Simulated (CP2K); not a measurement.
# GFN2-xTB run of NaLi (lithium sodium)

What is the vertical ionisation energy of NaLi (lithium sodium) at GFN2-xTB? 

Program for the calculation: CP2K 2026.2.

10 further runs of the same task are left out: 9 that didn't finish, 1 set aside as unsound or not needed.

## Step 1: The molecule

The species is NaLi (2 atoms), meant as a singlet with charge 0. As SMILES, `[Li][Na]`. The bond length is the measured one.

Bond lengths: Li1–Na2 2.810 Å.

## Step 2: The energy at GFN2-xTB

The input, molecule.pdb:

```
HETATM    1 Li   MOL A   1       0.000   0.000   0.000  1.00  0.00          LI
HETATM    2 Na   MOL A   1       0.000   0.000   2.810  1.00  0.00          NA
END
```

The input, job.inp:

```
&global
 project_name job
 run_type ENERGY
 print_level MEDIUM
&end global

&force_eval
 method Quickstep
 &dft
  &qs
   method XTB
   eps_default 1.0E-10
   &xtb
    gfn_type TBLITE
    &tblite
     method GFN2
    &end tblite
    check_atomic_charges F
   &end xtb
  &end qs
  &poisson
   periodic NONE
   poisson_solver ANALYTIC
  &end poisson
  &scf
   scf_guess ATOMIC
   eps_scf 1.0E-07
   max_scf 150
   added_mos 2
   &diagonalization
    algorithm STANDARD
   &end diagonalization
   &mixing
    method DIRECT_P_MIXING
    alpha 0.4
   &end mixing
   &smear ON
    method FERMI_DIRAC
    electronic_temperature [K] 300
   &end smear
  &end scf
  &print
   &moments
    periodic F
    reference COM
    max_moment 1
   &end moments
   &mo ON
    energies T
    occupation_numbers T
    ndigits 6
    &each
     qs_scf 0
    &end each
    add_last NUMERIC
   &end mo
   &hirshfeld OFF
   &end hirshfeld
  &end print
 &end dft
 &subsys
  &cell
   abc 12 12 14.8
   periodic NONE
  &end cell
  &topology
   coord_file_name molecule.pdb
   coord_file_format PDB
   conn_file_format OFF
   &center_coordinates
   &end center_coordinates
  &end topology
 &end subsys
&end force_eval
```

On the command line:

```bash
$ OMP_NUM_THREADS=1 cp2k.psmp -i job.inp > job.out 2>&1
```

Standard output:

```text
CP2K| version string:                                       CP2K version 2026.2
[...]
 GLOBAL| Method name                                                        CP2K
[...]
 GLOBAL| Run type                                                         ENERGY
[...]
                             - Atoms:                                          2
[...]
                             - Spherical basis functions:                      8
[...]
 Number of electrons:                                                          2
[...]
  *** SCF run converged in    11 steps ***
[...]
  Fermi energy:                                                -0.15271839156712
[...]
 TB_DIPOLE| Moment [Debye]          0.00000000       0.00000000       1.26849076
 TB_DIPOLE| Derivative [a.u.]       0.00000000       0.00000000       0.00000000
[...]
 ENERGY| Total FORCE_EVAL ( QS ) energy [hartree]             -0.450692157714598
[...]
```

It took 0.26 s on 1 thread of Arm Neoverse V1, shared host.

## Step 3: The doublet cation, same level

molecule.pdb is that of step 2.

The input, mol.inp:

```
&GLOBAL
   PROJECT mol
   RUN_TYPE ENERGY
   PRINT_LEVEL MEDIUM
&END GLOBAL

&FORCE_EVAL
   METHOD Quickstep
   &DFT
      CHARGE 1
      MULTIPLICITY 2
      UNRESTRICTED_KOHN_SHAM T
      ! Quickstep
      &QS
         METHOD XTB
         EPS_DEFAULT 1.0E-10
         &XTB
            GFN_TYPE TBLITE
            &TBLITE
               METHOD GFN2
            &END TBLITE
            CHECK_ATOMIC_CHARGES F
         &END XTB
      &END QS
      &POISSON
         PERIODIC NONE
         POISSON_SOLVER ANALYTIC
      &END POISSON
      ! SCF settings
      &SCF
         SCF_GUESS ATOMIC
         EPS_SCF 1.0E-07
         MAX_SCF 150
         ADDED_MOS 2
         &DIAGONALIZATION
            ALGORITHM STANDARD
         &END DIAGONALIZATION
         &MIXING
            METHOD DIRECT_P_MIXING
            ALPHA 0.4
         &END MIXING
         &SMEAR ON
            METHOD FERMI_DIRAC
            ELECTRONIC_TEMPERATURE [K] 300
            FIXED_MAGNETIC_MOMENT 1.0
         &END SMEAR
      &END SCF
      &PRINT
         &MOMENTS
            PERIODIC F
            REFERENCE COM
            MAX_MOMENT 1
         &END MOMENTS
         &MO ON
            ENERGIES T
            OCCUPATION_NUMBERS T
            NDIGITS 6
            &EACH
               QS_SCF 0
            &END EACH
            ADD_LAST NUMERIC
         &END MO
         &HIRSHFELD OFF
         &END HIRSHFELD
      &END PRINT
   &END DFT
   ! atoms, cell and kinds
   &SUBSYS
      ! vacuum box
      &CELL
         ABC [angstrom] 12 12 14.8
         PERIODIC NONE
      &END CELL
      &TOPOLOGY
         COORD_FILE_NAME molecule.pdb
         COORD_FILE_FORMAT PDB
         CONN_FILE_FORMAT OFF
         &CENTER_COORDINATES
         &END CENTER_COORDINATES
      &END TOPOLOGY
   &END SUBSYS
&END FORCE_EVAL
```

On the command line:

```bash
$ OMP_NUM_THREADS=1 cp2k.psmp mol.inp > mol.out
```

Standard output:

```text
CP2K| version string:                                       CP2K version 2026.2
[...]
 GLOBAL| Method name                                                        CP2K
[...]
 GLOBAL| Run type                                                         ENERGY
[...]
                             - Atoms:                                          2
[...]
                             - Spherical basis functions:                      8
[...]
 Number of electrons:                                                          1
[...]
  *** SCF run converged in    10 steps ***
[...]
  Fermi energy:                                                -0.20558741994389
[...]
 TB_DIPOLE| Moment [Debye]          0.00000000       0.00000000      -3.59745618
 TB_DIPOLE| Derivative [a.u.]       0.00000000       0.00000000       0.00000000
[...]
 ENERGY| Total FORCE_EVAL ( QS ) energy [hartree]             -0.114346754728242
[...]
```

It took 0.26 s on 1 thread of Arm Neoverse V1, shared host.

## Step 4: Outcome

Level: GFN2-xTB.

| quantity | value |
| --- | --- |
| singlet NaLi: total energy | -0.45069 Eh |
| singlet NaLi: dipole moment (from atomic charges alone) | 1.27 D |
| singlet NaLi: HOMO energy | -5.96 eV |
| singlet NaLi: LUMO energy | -3.21 eV |
| singlet NaLi: HOMO–LUMO gap | 2.76 eV |
| doublet cation: total energy | -0.11435 Eh |
| doublet cation: HOMO energy (highest over α and β) | -13.03 eV |
| doublet cation: LUMO energy (lowest over α and β) | -12.60 eV |
| vertical ionisation energy (to the doublet cation) | 9.152 eV |

The vertical ionisation energy comes to 9.15 eV (883 kJ/mol). xTB total energies overstate such differences by several eV unless an empirical shift is taken off; none is applied here. The dipole (singlet NaLi) comes from point charges on the atoms alone, without atomic dipoles, so it is partial.
